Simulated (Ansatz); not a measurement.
Input file:

```yaml
crystal:
  periodic: [false, false, false]
  atoms:
    - {symbol: Si, position_ang: [0.000112, 0.007194, -0.007240]}
    - {symbol: H, position_ang: [-0.011054, 1.098051, 1.076541]}
    - {symbol: H, position_ang: [-0.020294, -1.305879, 1.314195]}
    - {symbol: H, position_ang: [0.016955, 1.091026, -1.097974]}
    - {symbol: H, position_ang: [0.011278, -1.083663, -1.091021]}
basis:
  gaussian: {orbitals: 6-31G}
total_charge: 1
magnetization: {spin_polarized: true, initial_magnetization: 1}
correlation: {method: ccsdt_q, electrons: all}
```

```sh
$ ansatz run in.yaml --threads 1 --pin off --events-out ev --progress --plain --max-ram 2393MiB
```

Output:

```
456 factors; integrals over basis functions are off by at most 1.2e-7 eV
mean field evaluation 1: about -7910.2295 eV, gradient 6.2e0 eV
mean field evaluation 2: about -7910.2300 eV, gradient 6.2e0 eV
mean field evaluation 4: about -7910.8949 eV, gradient 1.3e0 eV
mean field evaluation 8: about -7910.9514 eV, gradient 8.5e-3 eV
mean field evaluation 16: about -7910.9514 eV, gradient 5.0e-6 eV
mean field evaluation 32: about -7907.7487 eV, gradient 5.9e-1 eV
mean field evaluation 64: about -7907.7466 eV, gradient 3.7e-2 eV
mean field -7910.95138095 eV, -290.7221010144 hartree, gradient 5.0e-6 eV, S^2 0.836578; 3 other end points of the search recorded, 0 dependent functions left out
determinant -7910.95138095 eV, -290.7221010144 hartree, with singles and doubles -7913.13373772 eV, -290.8023011467 hartree
determinant -7908.70064779 eV, -290.6393880965 hartree, with singles and doubles -7911.13776561 eV, -290.7289505243 hartree
determinant -7908.05617881 eV, -290.6157042981 hartree, with singles and doubles -7911.33014484 eV, -290.7360203307 hartree
determinant -7907.75329649 eV, -290.6045735782 hartree, with singles and doubles -7909.32581492 eV, -290.6623625647 hartree
reference -7910.95138095 eV, -290.7221010144 hartree; 9, 8 occupied and 12, 13 virtual orbitals, 456 factors
second order -1.44799503 eV of doubles, -0.00000000 eV of singles
cycle   1  -1.84773233 eV  change   -4.0e-1 eV  update   6.5e-2
cycle   2  -2.17242979 eV  change   -3.2e-1 eV  update   3.7e-2
cycle   3  -2.21941237 eV  change   -4.7e-2 eV  update   1.4e-2
cycle   4  -2.23382381 eV  change   -1.4e-2 eV  update   5.8e-3
cycle   5  -2.23550976 eV  change   -1.7e-3 eV  update   3.4e-3
cycle   6  -2.23614002 eV  change   -6.3e-4 eV  update   1.5e-3
cycle   7  -2.23706504 eV  change   -9.3e-4 eV  update   4.9e-4
cycle   8  -2.23687956 eV  change    1.9e-4 eV  update   2.3e-4
cycle   9  -2.23675546 eV  change    1.2e-4 eV  update   8.5e-5
cycle  10  -2.23683884 eV  change   -8.3e-5 eV  update   2.7e-5
cycle  11  -2.23684584 eV  change   -7.0e-6 eV  update   1.0e-5
cycle  12  -2.23684527 eV  change    5.6e-7 eV  update   4.5e-6
cycle  13  -2.23684121 eV  change    4.1e-6 eV  update   1.7e-6
cycle  14  -2.23684218 eV  change   -9.7e-7 eV  update   8.3e-7
perturbative correction -0.00075794 eV, -0.0000278537 hartree
Total energy: -7913.18898107 eV, -290.8043313020 hartree
```

Ran on 1 thread of Intel Xeon 6975P-C, shared host: 6 s wall, 0.26 GiB peak host memory.
